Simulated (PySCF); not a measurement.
Method: B3LYP-D3(BJ)/def2-TZVP in PySCF. Isolated molecules, 0 K electronic values unless said otherwise. B3LYP has the VWN-RPA correlation part, as in Gaussian. Excitations are Tamm–Dancoff values on a coarser integration grid. The basis has no diffuse functions, so Rydberg states are missing or too high.

Reference species (SMILES): `Cl[Si](Cl)(Cl)Cl` (neutral, multiplicity 1).

```json
{
 "HOMO–LUMO gap": "8.25 eV",
 "S1 excitation (TDA)": "7.13 eV",
 "LUMO": "-1.00 eV"
}
```

Changed species: `Cl[Si](Cl)(Br)Br` (2 of 4 Cl replaced by Br; the reference has 0 of 4 Cl replaced by Br).

Q: Give the shifts of the HOMO–LUMO gap, S1 excitation (TDA) and LUMO.

A: the HOMO–LUMO gap falls by 1.33 eV, to 6.92 eV; the S1 excitation (TDA) falls by 1.24 eV, to 5.89 eV; the LUMO falls by 0.63 eV, to -1.63 eV.
